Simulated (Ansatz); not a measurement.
Seven cases of bond dissociation energy of first-row species (electronic energies, kcal/mol); geometries: B3LYP-D3(BJ)/def2-TZVP. The cases were drawn at random from those of this class that have a high level and all functionals, leaving out states under which another spin lies or may lie. Left out are anions, K, Ca, elements past Kr, ionisation of Li, Na and Mg, pi-pi* triplets of linear molecules and other triplets made from a closed-shell parent. Runs that doubt their state, and full CI more than 15 mEh from coupled cluster, are set aside; a case stays where another high level and all functionals remain. AFQMC serves as high level only in triple zeta or larger, with a steady walk, a bar under 0.8 kcal/mol and agreement with other high levels or trials where they ran; where none ran, an unstable determinant or (outside 3d species) a high T1 diagnostic also bars it, so strongly correlated cases are thinned. No case was kept or dropped by the size of a functional's miss. High levels with a bar over 0.5 kcal/mol are left out too, and the seventh case lies inside the range of the six. Affinities count positive where energy is released, gaps as the second state minus the first. PBE is by Ansatz (a program for electronic structure) in def2-TZVPD. High levels (Ansatz): P = CCSD(T)/CBS(cc-pVQZ,cc-pV5Z) + [CCSDT(Q) - CCSD(T)]/cc-pVDZ + core + X2C; Q = CCSD(T)/CBS(cc-pVTZ,cc-pVQZ) + [CCSDT(Q) - CCSD(T)]/cc-pVDZ + core + X2C; R = CCSD(T)/CBS(cc-pVTZ,cc-pVQZ) + [CCSDT(Q) - CCSD(T)]/cc-pVTZ + core + X2C. Open shells are spin-unrestricted; no spin-orbit coupling. CBS(X,Y): correlation extrapolated as X^-3, Hartree-Fock from the larger set (Q,5: extrapolated as (X+1)exp(-9√X)). A bracket is a step between two methods taken in the basis named. Functionals run without relativity, which enters their misses. 'core' is core correlation in cc-pwCVTZ, 'X2C' scalar relativity in cc-pVTZ-DK, both at CCSD(T). For partners of very few electrons the exact lower level stands in for a higher one. The restricted determinant of C3H3N (C=CC#N, singlet) is unstable towards broken spin symmetry in at least one set run. The UHF reference of C3H2N ([CH]=CC#N, doublet) is spin-contaminated (<S^2> up to 0.38 over the pure value in the sets run).

```
case                                                                                          PBE  level  high level
------------------------------------------------------------------------------------------  -----  -----  ----------
C2H2O (SMILES C#CO) → C2HO (SMILES [C]#CO, doublet) + H (doublet)                           128.1      R       134.2
C2H4O2 (methyl formate, SMILES O(C=O)C) → C2H3O2 (SMILES [CH2]OC=O, doublet) + H (doublet)  101.6      Q       108.0
C2H4O2 (methyl formate, SMILES COC=O) → C2H3O2 (SMILES CO[C]=O, doublet) + H (doublet)      100.6      Q       106.3
C3H7N (SMILES C1C(N)C1) → C3H5 (SMILES [CH]1CC1, doublet) + NH2 (SMILES [NH2], doublet)      99.4      Q       102.5
CH2O2 (SMILES O=CO) → CHO2 (SMILES O[C]=O, doublet) + H (doublet)                           101.4      P       106.9
CH5N (SMILES CN) → CH3 (SMILES [CH3], doublet) + NH2 (SMILES [NH2], doublet)                 92.4      P        92.0
C3H3N (SMILES C=CC#N) → C3H2N (SMILES C(C=[CH])#N, doublet) + H (doublet)                   116.5      Q    withheld
```

Q: Fit a straight line from PBE to the high level over the first six rows by least squares, predict the seventh, and compare with the calculation.

A: Means: PBE 103.92, high level 108.32. Sxx = 760.568, Sxy = 851.118, slope 1.1191, intercept -7.98 kcal/mol; residual standard deviation 2.4 kcal/mol. Seventh row: 1.1191·(116.5) -7.98 = 122.4 kcal/mol. The calculation gave 121.0 kcal/mol: the line differs from it by +1.4, PBE itself by -4.5.
